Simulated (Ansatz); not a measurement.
Working through a rigid scan of one bond length of AlClH₂, SMILES [AlH2][Cl]

With Ansatz's Python interface.

Typed at the interpreter:
```pycon
>>> import warnings
>>> import ansatz as az
>>> import numpy as np
>>> warnings.simplefilter("ignore", az.DeckWarning)
>>> molecule = (
...     az.Crystal.molecule()
...     .atom("Al", (-0.0689, -0.0312, -0.0982))
...     .atom("Cl", (1.3496, -0.1346, 1.5335))
...     .atom("H", (-1.4048, -0.9724, -0.1624))
...     .atom("H", (0.1797, 1.0779, -1.2932))
... )
>>> symbols = [site.symbol for site in molecule.cartesian_sites]
>>> start = np.array([site.position_ang for site in molecule.cartesian_sites])
>>> axis = (start[3] - start[0]) / np.linalg.norm(start[3] - start[0])
>>> moving = [3]
>>> lengths, energies = [1.451, 1.517, 1.583, 1.649, 1.715, 1.781, 1.847, 1.946], []
>>> for length in lengths:
...     xyz = start.copy()
...     xyz[moving] += (length - np.linalg.norm(start[3] - start[0])) * axis
...     point = az.Crystal.molecule()
...     for symbol, place in zip(symbols, xyz):
...         point = point.atom(symbol, place.tolist())
...     model = point.calculation().basis(gaussian="def2-SVP").correlation("CCSD(T)")
...     report = model.run(threads=1).report
...     energies.append(report["free_energy_ev"])
...     print(f"r = {length:6.3f} A  E = {energies[-1]:.5f} eV  <S^2> = {abs(report['mean_field']['state']['spin_squared']):.3f}")
...
r =  1.451 A  E = -19119.86639 eV  <S^2> = 0.000
r =  1.517 A  E = -19119.96550 eV  <S^2> = 0.000
r =  1.583 A  E = -19119.98591 eV  <S^2> = 0.000
r =  1.649 A  E = -19119.94577 eV  <S^2> = 0.000
r =  1.715 A  E = -19119.85966 eV  <S^2> = 0.000
r =  1.781 A  E = -19119.73919 eV  <S^2> = 0.000
r =  1.847 A  E = -19119.59360 eV  <S^2> = 0.000
r =  1.946 A  E = -19119.34378 eV  <S^2> = 0.000
>>> # quartic fit about the minimum
>>> fit = np.polynomial.Polynomial.fit(lengths, np.array(energies) - min(energies), 4).convert()
>>> roots = [r.real for r in fit.deriv().roots() if abs(r.imag) < 1e-9 and fit.deriv(2)(r.real) > 0]
>>> r_e = min(roots, key=lambda r: abs(r - lengths[int(np.argmin(energies))]))
>>> print(f"minimum of the fit at {r_e:.4f} A, force constant {fit.deriv(2)(r_e):.2f} eV/A^2")
minimum of the fit at 1.5699 A, force constant 14.66 eV/A^2
```

Caveats:
- Total energies depend on the basis set; only differences at equal settings carry meaning.
- The rest of the molecule is held rigid at a force-field or estimated start geometry, and the basis set is modest; single-reference methods fail as a bond breaks.
- The orbitals are restricted, so S² is zero by construction.
- S² is that of the Hartree-Fock reference.
- Timing: 3.3 s on 1 thread of Intel(R) Xeon(R) Processor @ 2.30GHz, with other jobs on the host, peak memory 0.2 GiB.
